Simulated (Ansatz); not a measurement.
# BH₃ (triplet): wave-function methods side by side, aug-cc-pVDZ

Aim: climb from Hartree-Fock through coupled cluster and multireference methods for BH₃ (triplet) at one geometry and basis, and see what each rung misses.

Computed with Ansatz 0.2.0, Gaussian basis. Level: aug-cc-pVDZ, correlated electrons: outside noble gas.

Plan: UHF; CCSD(T) on ROHF; CCSD(T) on UHF; BCCD(T) on ROHF; CISD; CCSDT(Q) on ROHF; CCSDT(Q) on UHF; CASSCF and MRCISD+Q, 6 electrons in 7 orbitals; CASSCF and NEVPT2, 6 electrons in 7 orbitals.

### 1 The geometry

The geometry is a PBE0/def2-TZVP stationary point (not a proven minimum) of the parent state, kept for this charge and spin.

4 atoms, charge 0, spin multiplicity 3.

Atoms are counted from 1 here; the program's logs count them from 0.

Bond lengths: B1–H2 1.276 Å, B1–H3 1.174 Å, B1–H4 1.276 Å. Angles: H2–B1–H3 145.8°, H2–B1–H4 68.5°, H3–B1–H4 145.8°.

In the tables R marks a restricted open-shell determinant and U an unrestricted one; 'valence' is the active space of 6 electrons in 7 orbitals; correlation energies count from the lowest restricted Hartree-Fock solution.

### 2 UHF

The input, in.yaml:

```yaml
crystal:
  periodic: [false, false, false]
  atoms:
    - {symbol: B, position_ang: [0.000000, 0.000000, 0.068140]}
    - {symbol: H, position_ang: [0.000000, 0.717784, -0.986606]}
    - {symbol: H, position_ang: [0.000000, 0.000000, 1.242354]}
    - {symbol: H, position_ang: [0.000000, -0.717784, -0.986606]}
basis:
  gaussian: {orbitals: aug-cc-pVDZ}
magnetization: {spin_polarized: true, initial_magnetization: 2}
hamiltonian: {xc: hf}
output: {orbitals: {seedname: orbitals}}
```

On the command line:

```
$ ansatz run in.yaml --threads 1 --pin off --events-out ev --progress --plain --max-ram 2393MiB
```

The runs that follow: CCSD(T) on ROHF; CCSD(T) on UHF; BCCD(T) on ROHF; CISD; CCSDT(Q) on ROHF; CCSDT(Q) on UHF; CASSCF and MRCISD+Q, 6 electrons in 7 orbitals; CASSCF and NEVPT2, 6 electrons in 7 orbitals.

Q: Predict the results of all the runs planned. Wanted: correlation energy, UCCSDT(Q); RMP2 from UCCSDT(Q); UMP2 from UCCSDT(Q); RCCSD from UCCSDT(Q); RCCSD(T) from UCCSDT(Q); UCCSD(T) from UCCSDT(Q); RCCSDT(Q) from UCCSDT(Q); NEVPT2 valence from UCCSDT(Q); MRCISD+Q valence from UCCSDT(Q).

The runs gave:

```
                                      quantity                                                                     value
                 correlation energy, UCCSDT(Q)                                                                -3.3229 eV
                           RMP2 from UCCSDT(Q)                                                           +16.55 kcal/mol
                           UMP2 from UCCSDT(Q)                                                           +16.77 kcal/mol
                          RCCSD from UCCSDT(Q)                                                            +2.16 kcal/mol
                       RCCSD(T) from UCCSDT(Q)                                                            +0.47 kcal/mol
                       UCCSD(T) from UCCSDT(Q)                                                            +0.46 kcal/mol
                      RCCSDT(Q) from UCCSDT(Q)                                                            +0.02 kcal/mol
                 NEVPT2 valence from UCCSDT(Q)                                                           +12.78 kcal/mol
               MRCISD+Q valence from UCCSDT(Q)                                                            +0.20 kcal/mol
levels of the table within 1 kcal/mol (43 meV)  RCCSD(T), UCCSD(T), BCCD(T), RCCSDT, UCCSDT, RCCSDT(Q), MRCISD+Q valence
                                 T1 diagnostic                                                                     0.021
                effectively unpaired electrons                                                                      2.01
```

**Reading.** RCCSD(T) misses by +0.47 kcal/mol, 0.6 % of the correlation energy. One determinant dominates. Of the multireference levels listed MRCISD+Q valence comes nearest in total energy (+0.20 kcal/mol), which doesn't show that its space is the better one. These misses are within one basis, not against nature; the frozen cores of restricted and unrestricted runs differ, which can shift their rows.
